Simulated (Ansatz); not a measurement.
Ideal-gas functions of HOP (`O=P`) at 400 K and 1 bar, from an Ansatz frequency run at PBE0-D4/def2-TZVP.

Molar mass 47.98 g/mol, point group Cs (symmetry number 1), electronic degeneracy 1, moments of inertia 1.928, 23.865, 25.793 u Å². Harmonic wavenumbers (cm⁻¹, unscaled): 1004, 1253, 2125.

Use S(trans) = R[1.5 ln M + 2.5 ln T − 1.1517]; rotational temperatures θ = 24.2544 K / I; S(rot) = R[ln(√π/σ · √(T³/θAθBθC)) + 1.5]; for each mode x = 1.438777 ν̃/T, S = R[x/(eˣ − 1) − ln(1 − e⁻ˣ)] and H = RT x/(eˣ − 1); 1 cm⁻¹ = 0.0119627 kJ/mol; R = 8.31446 J/(mol·K).

Q: By hand: the entropy, in J/(mol·K).

A: Translation 163.2. Rotation: θ = 12.5801, 1.0163, 0.9403 K, giving 81.6. Vibration, mode by mode: 1.06, 0.51, 0.03, in all 1.6. Electronic 0.0. Sum 246.4 J/(mol·K).

Q: By hand: H − E and G − E in kJ/mol, counted from the electronic energy.

A: Zero-point energy ½ × 4382 × 0.0119627 = 26.2; thermal vibration 0.5; translation, rotation and pV give 4 RT = 13.3. H − E = 40.0 kJ/mol, and G − E = 40.0 − 400 × 246.4/1000 = -58.6 kJ/mol.

Vibration gives 1 % of the entropy; all modes have x over 3 and are hardly excited.
